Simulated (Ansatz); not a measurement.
Basis-set extrapolation for pyrrole (PBE0-D4/def2-TZVP geometry, frozen core, Ansatz 0.2.0). Multiplicity 1, RHF reference.

```
                      def2-TZVPP   def2-QZVPP
                 HF  -208.891681  -208.901127
    MP2 correlation    -0.845280    -0.900241
CCSD(T) correlation    -0.905894      not run
```

Energies in hartree. Use E(X) = E(∞) + A·exp(−7.88·√X) for Hartree–Fock and E(X) = E(∞) + B·X^(−2.97) for correlation, with X = 3 and 4, and add CCSD(T) minus MP2 of the smaller set to the MP2 limit.

Question: What is the CCSD(T) energy at the basis-set limit?

Answer: HF limit: -208.901127 + (-0.009446) × 0.13774 = -208.90243. MP2 limit: -0.900241 + (-0.054961) × 0.74074 = -0.94095. Higher-order term: -0.905894 − (-0.845280) = -0.06061. Total: -209.90399 hartree, 279.4 kJ/mol below CCSD(T)/def2-TZVPP.
